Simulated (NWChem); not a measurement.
Everything below was run with NWChem. System: ethylene (C2H4), charge 0, spin multiplicity 1, at a geometry optimised with PBE/def2-SVP. Level: CCSD(T)/def2-TZVP, 2 core orbitals frozen.

Part of the output:

```
             Northwest Computational Chemistry Package (NWChem) 7.3.0
             --------------------------------------------------------

                                NWChem Input Module
                                -------------------

 Scaling coordinates for geometry "geometry" by  1.889725989
 (inverse scale =  0.529177249)

 Turning off AUTOSYM since
 SYMMETRY directive was detected!

                             Geometry "geometry" -> ""
                             -------------------------

 Output coordinates in angstroms (scale by  1.889725989 to convert to a.u.)

  No.       Tag          Charge          X              Y              Z
 ---- ---------------- ---------- -------------- -------------- --------------
    1 C                    6.0000     0.00000000     0.00000000     0.67028100
    2 C                    6.0000     0.00000000     0.00000000    -0.67028100
    3 H                    1.0000     0.93744900     0.00000000     1.25073800
    4 H                    1.0000    -0.93744900     0.00000000     1.25073800
    5 H                    1.0000    -0.93744900     0.00000000    -1.25073800
    6 H                    1.0000     0.93744900     0.00000000    -1.25073800

 Effective nuclear repulsion energy (a.u.)      32.9967627881

            Nuclear Dipole moment (a.u.)
            ----------------------------
        X                 Y               Z
 ---------------- ---------------- ----------------
     0.0000000000     0.0000000000     0.0000000000

      Symmetry information
      --------------------

 Group name             D2h
 Group number             26
 Group order               8
 No. of unique centers     2

      Symmetry unique atoms

     1    3


 Summary of "ao basis" -> "" (spherical)
 ------------------------------------------------------------------------------
       Tag                 Description            Shells   Functions and Types
 ---------------- ------------------------------  ------  ---------------------
 *                         def2-tzvp                  on all atoms

 Summary of "ao basis" -> "ao basis" (spherical)
 ------------------------------------------------------------------------------
       Tag                 Description            Shells   Functions and Types
 ---------------- ------------------------------  ------  ---------------------
 C                         def2-tzvp                11       31   5s3p2d1f
 H                         def2-tzvp                 4        6   3s1p

                                 NWChem SCF Module
                                 -----------------

  ao basis        = "ao basis"
  functions       =    86
  atoms           =     6
  closed shells   =     8
  open shells     =     0
  charge          =   0.00
  wavefunction    = RHF
  use symmetry    = T
  symmetry adapt  = T

 Summary of "ao basis" -> "ao basis" (spherical)
 ------------------------------------------------------------------------------
       Tag                 Description            Shells   Functions and Types
 ---------------- ------------------------------  ------  ---------------------
 C                         def2-tzvp                11       31   5s3p2d1f
 H                         def2-tzvp                 4        6   3s1p

      Symmetry analysis of basis
      --------------------------

        ag         19
        au          4
        b1g         4
        b1u        19
        b2g        12
        b2u         8
        b3g         8
        b3u        12

 Forming initial guess at       0.0s

      Superposition of Atomic Density Guess
      -------------------------------------

 Sum of atomic energies:         -77.34189321

      Non-variational initial energy
      ------------------------------

 Total energy =     -78.398738
 1-e energy   =    -167.382210
 2-e energy   =      55.986709
 HOMO         =      -0.339587
 LUMO         =      -0.003765

      Symmetry analysis of molecular orbitals - initial
      -------------------------------------------------

  Numbering of irreducible representations:

     1 ag          2 au          3 b1g         4 b1u         5 b2g
     6 b2u         7 b3g         8 b3u

  Orbital symmetries:
[...]
   Bfn.  Coefficient  Atom+Function         Bfn.  Coefficient  Atom+Function
  ----- ------------  ---------------      ----- ------------  ---------------
    13      0.891842  1 C  py                44     -0.891842  2 C  py
     7      0.232702  1 C  py                38     -0.232702  2 C  py
    10      0.172253  1 C  py                41     -0.172253  2 C  py

 Vector   10  Occ=0.000000D+00  E= 1.734305D-01  Symmetry=ag
              MO Center=  7.3D-17, -1.9D-18,  9.9D-16, r^2= 6.6D+00
   Bfn.  Coefficient  Atom+Function         Bfn.  Coefficient  Atom+Function
  ----- ------------  ---------------      ----- ------------  ---------------
     5      1.953519  1 C  s                 36      1.953519  2 C  s
    65     -1.473015  3 H  s                 71     -1.473015  4 H  s
    77     -1.473015  5 H  s                 83     -1.473015  6 H  s
    14      0.703421  1 C  pz                45     -0.703421  2 C  pz
    64      0.164492  3 H  s                 70      0.164492  4 H  s

 Vector   11  Occ=0.000000D+00  E= 1.930442D-01  Symmetry=b1u
              MO Center=  6.8D-16,  3.4D-18, -5.1D-16, r^2= 8.0D+00
   Bfn.  Coefficient  Atom+Function         Bfn.  Coefficient  Atom+Function
  ----- ------------  ---------------      ----- ------------  ---------------
     5      4.481736  1 C  s                 36     -4.481736  2 C  s
    65     -1.554611  3 H  s                 71     -1.554611  4 H  s
    77      1.554611  5 H  s                 83      1.554611  6 H  s
     4      1.189437  1 C  s                 35     -1.189437  2 C  s
    11     -0.984090  1 C  pz                42     -0.984090  2 C  pz

 center of mass
 --------------
 x =   0.00000000 y =   0.00000000 z =   0.00000000

 moments of inertia (a.u.)
 ------------------
          61.025864635996           0.000000000000           0.000000000000
           0.000000000000          73.677250166750           0.000000000000
           0.000000000000           0.000000000000          12.651385530754

  Mulliken analysis of the total density
  --------------------------------------

    Atom       Charge   Shell Charges
 -----------   ------   -------------------------------------------------------
    1 C    6     6.26   0.85  1.12  0.50  0.62  0.12  1.21  1.31  0.44  0.02  0.05  0.01
    2 C    6     6.26   0.85  1.12  0.50  0.62  0.12  1.21  1.31  0.44  0.02  0.05  0.01
    3 H    1     0.87   0.26  0.49  0.09  0.02
    4 H    1     0.87   0.26  0.49  0.09  0.02
    5 H    1     0.87   0.26  0.49  0.09  0.02
    6 H    1     0.87   0.26  0.49  0.09  0.02

       Multipole analysis of the density wrt the origin
       ------------------------------------------------

     L   x y z        total         open         nuclear
     -   - - -        -----         ----         -------
     0   0 0 0     -0.000000      0.000000     16.000000

     1   1 0 0      0.000000      0.000000      0.000000
     1   0 1 0     -0.000000      0.000000      0.000000
     1   0 0 1     -0.000000      0.000000      0.000000

     2   2 0 0     -9.211767      0.000000     12.553157
     2   1 1 0      0.000000      0.000000      0.000000
     2   1 0 1      0.000000      0.000000      0.000000
     2   0 2 0    -12.023884      0.000000      0.000000
     2   0 1 1      0.000000      0.000000      0.000000
     2   0 0 2     -9.022850      0.000000     41.598263

                   NWChem Extensible Many-Electron Theory Module
                   ---------------------------------------------


            General Information
            -------------------
      Number of processors :     1
         Wavefunction type : Restricted Hartree-Fock
          No. of electrons :    16
           Alpha electrons :     8
            Beta electrons :     8
           No. of orbitals :   172
            Alpha orbitals :    86
             Beta orbitals :    86
        Alpha frozen cores :     2
         Beta frozen cores :     2
     Alpha frozen virtuals :     0
      Beta frozen virtuals :     0
         Spin multiplicity : singlet
    Number of AO functions :    86
       Number of AO shells :    38
        Use of symmetry is : on
      Symmetry adaption is : on
         Schwarz screening : 0.10D-09

          Correlation Information
          -----------------------
          Calculation type : Coupled-cluster singles & doubles w/ perturbation
   Perturbative correction : (T)
            Max iterations :      100
        Residual threshold : 0.10D-05
     T(0) DIIS level shift : 0.00D+00
     L(0) DIIS level shift : 0.00D+00
     T(1) DIIS level shift : 0.00D+00
     L(1) DIIS level shift : 0.00D+00
     T(R) DIIS level shift : 0.00D+00
     T(I) DIIS level shift : 0.00D+00
   CC-T/L Amplitude update :  5-th order DIIS
                I/O scheme : Global Array Library
        L-threshold :  0.10D-05
        EOM-threshold :  0.10D-05
 no EOMCCSD initial starts read in
 TCE RESTART OPTIONS
 SLICE:      F
 D4D5:       F
 quantumc:   F
 qrotation:  F
 pwtce:      F
 qducc:      F
 nacto:                         0
 nrotv:                         0
 nrot:                          0

            Memory Information
            ------------------
          Available GA space size is     249029404 doubles
          Available MA space size is     104853340 doubles

 Maximum block size supplied by input
 Maximum block size        24 doubles

 tile_dim =     17

 -------------------------------------------------

 Global array virtual files algorithm will be used

 Parallel file system coherency ......... OK

 4-electron integrals stored in orbital form

 v2    file size   =          1441924
 4-index algorithm nr.  13 is used
 imaxsize =       30
 imaxsize ichop =        0


CCSD iterations
 ---------------------------------------------------------
 Iter          Residuum       Correlation     Cpu    Wall
 ---------------------------------------------------------
    1   0.1478089685994  -0.3249635532754     0.6     0.6
    2   0.0416330942039  -0.3422377932432     0.6     0.6
    3   0.0166003512488  -0.3486820193754     0.7     0.7
    4   0.0077525278880  -0.3502594239443     0.6     0.6
    5   0.0039258719510  -0.3509718138225     0.6     0.6
    6   0.0007378588074  -0.3514934823194     0.6     0.6
    7   0.0002729706087  -0.3515322012336     0.6     0.6
    8   0.0001259173894  -0.3515341794522     0.6     0.6
    9   0.0000639382068  -0.3515355356029     0.7     0.7
   10   0.0000338374572  -0.3515369940571     0.7     0.7
   11   0.0000061081568  -0.3515384817436     0.6     0.6
   12   0.0000020896801  -0.3515390023886     0.6     0.6
   13   0.0000009299563  -0.3515392038086     0.7     0.7
 -----------------------------------------------------------------
 Iterations converged
 CCSD correlation energy / hartree =        -0.351539203808635
 CCSD total energy / hartree       =       -78.414080955444263

 Singles contributions

 Doubles contributions
     9b3g (alpha)     9b3g (beta ) ---     8b2u (alpha)     8b2u (beta )       -0.1116085951
 CCSD(T)
 Using plain CCSD(T) code
             total no. of tasks         3225
 total no. of tasks / no. procs         3225
                         wl_min           64           2.0
                         wl_max        36992           5.8
        thresh for no. of tasks         3225

 CCSD[T]  correction energy / hartree =        -0.015057863025665
 CCSD[T] correlation energy / hartree =        -0.366597066834300
 CCSD[T] total energy / hartree       =       -78.429138818469923
 CCSD(T)  correction energy / hartree =        -0.014604742247086
 CCSD(T) correlation energy / hartree =        -0.366143946055721
 CCSD(T) total energy / hartree       =       -78.428685697691350

 Task  times  cpu:       20.3s     wall:       20.3s

 Total times  cpu:       20.4s     wall:       20.4s
```

Task: Write an NWChem input that would produce this output.

Result: This is not unique; one that fits is 
```
start mol
memory heap 100 mb stack 700 mb global 1900 mb
geometry units angstroms nocenter noautoz
  C      0.000000     0.000000     0.670281
  C      0.000000     0.000000    -0.670281
  H      0.937449     0.000000     1.250738
  H     -0.937449     0.000000     1.250738
  H     -0.937449     0.000000    -1.250738
  H      0.937449     0.000000    -1.250738
  symmetry group D2h
end
basis spherical
  * library def2-tzvp
end
scf
  rhf
  nopen 0
  maxiter 100
  thresh 1e-7
  semidirect memsize 60000000 filesize 0
end
tce
  freeze core 2
  ccsd(t)
  2eorb
  2emet 13
  thresh 1e-6
  maxiter 100
  tilesize 24
end
task tce energy
```
